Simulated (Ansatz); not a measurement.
A nudged elastic band was laid between two geometries of C₃H₇N (11 atoms, charge 0, multiplicity 1).

The calculation used Ansatz, RKS PBE/def2-SVP.

```
movable images  : 5
climbing image  : yes
spring          : 5.0 eV/Å²
optimiser       : quadratic models (default)
start path      : through a guess of the saddle point
force threshold : 0.05 eV/Å
iteration limit : 60
end points      : relaxed
```

Image 0:

```xyz
11
Properties=species:S:1:pos:R:3
C -0.694 0.467 -0.501
C -0.591 -0.344 0.814
N 0.666 -0.932 0.309
C 0.818 0.169 -0.662
H -1.309 -0.045 -1.266
H -1.005 1.527 -0.430
H -0.475 0.327 1.702
H -1.399 -1.075 1.041
H 1.424 -1.045 0.993
H 1.445 1.026 -0.312
H 1.185 -0.134 -1.668
```

Image 6:

```xyz
11
Properties=species:S:1:pos:R:3
C -0.674 0.721 -0.458
C -1.032 -0.412 0.504
N 0.460 -0.671 0.674
C 0.631 -0.058 -0.696
H -1.324 0.887 -1.344
H -0.420 1.738 -0.032
H -1.516 -0.158 1.470
H 0.768 -1.650 0.796
H 1.041 -0.096 1.363
H 1.592 0.492 -0.801
H 0.538 -0.852 -1.457
```

Task: What changes between the two ends?

Result: Bonds broken: C2–H8. Bonds formed: N3–H8.

Task: Give the energies along the band, and the barrier.

Result: The run converged. The highest image is number 4 of 0 to 6, 3.35 eV above the first end and 0.81 eV above the last; the last end lies 2.54 eV above the first. Neighbouring images differ by up to 2.2 eV, so the band resolves the path poorly. A vibrational analysis at the climbing image gives one clearly imaginary mode, 1231i cm⁻¹: a first-order saddle point. The orbitals stay closed-shell, which can raise the energy where a bond breaks towards radicals; this wasn't checked here.

```csv
image,path coordinate (Å),energy (eV),C2–H8 (Å),N3–H8 (Å)
0,0.00,0.00,1.11,2.19
1,0.75,0.04,1.11,2.18
2,1.51,0.10,1.11,2.16
3,2.26,1.18,1.11,1.72
4,3.01,3.35,1.51,1.10
5,3.73,2.64,2.12,1.03
6,4.46,2.54,2.20,1.03
```

Task: What is the geometry of the highest image?

Result: 
```xyz
11
Properties=species:S:1:pos:R:3
C -0.702 0.635 -0.462
C -0.977 -0.363 0.677
N 0.685 -0.727 0.619
C 0.690 0.012 -0.678
H -1.392 0.588 -1.332
H -0.619 1.709 -0.161
H -1.203 0.088 1.666
H -0.049 -1.552 0.590
H 1.330 -0.458 1.376
H 1.544 0.712 -0.747
H 0.760 -0.699 -1.527
```

Run time: 74 s on 2 threads of Intel(R) Xeon(R) Platinum 8259CL CPU @ 2.50GHz (Skylake/Cascade Lake), on a shared host, peak memory 0.19 GiB.
